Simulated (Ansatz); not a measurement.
# B2Cl: the cost of one run

Computed with Ansatz 0.2.0, Gaussian basis. Level: def2-QZVPP, core rule «outside noble gas», up to 7 orbitals frozen.

The runs, in order: UHF; ROHF; CCSD(T) on UHF.

### Step 1. The system

The geometry is a PBE0/def2-TZVP stationary point (not a proven minimum) of the parent state, kept for this charge and spin.

3 atoms, charge 1, spin multiplicity 3.

Atoms are counted from 1 here; the program's logs count them from 0.

Bond lengths: B1–B2 1.516 Å, B2–Cl3 1.683 Å. Angles: B1–B2–Cl3 180.0°.

### Step 2. UHF

Input file in.yaml:

```yaml
crystal:
  periodic: [false, false, false]
  atoms:
    - {symbol: B, position_ang: [0.000000, 0.000000, -1.572000]}
    - {symbol: B, position_ang: [0.000000, 0.000000, -0.055600]}
    - {symbol: Cl, position_ang: [0.000000, 0.000000, 1.627600]}
basis:
  gaussian: {orbitals: "def2-QZVPP.json"}
total_charge: 1
magnetization: {spin_polarized: true, initial_magnetization: 2}
hamiltonian: {xc: hf}
output: {orbitals: {seedname: orbitals}}
```

Command:

```
$ ansatz run in.yaml --threads 1 --pin off --events-out ev --progress --plain --max-ram 2393MiB
```

Q: Estimate wall time and peak memory on 1 thread of Arm Neoverse V2, shared host.

About 6.5 s, with a peak of 0.32 GiB.
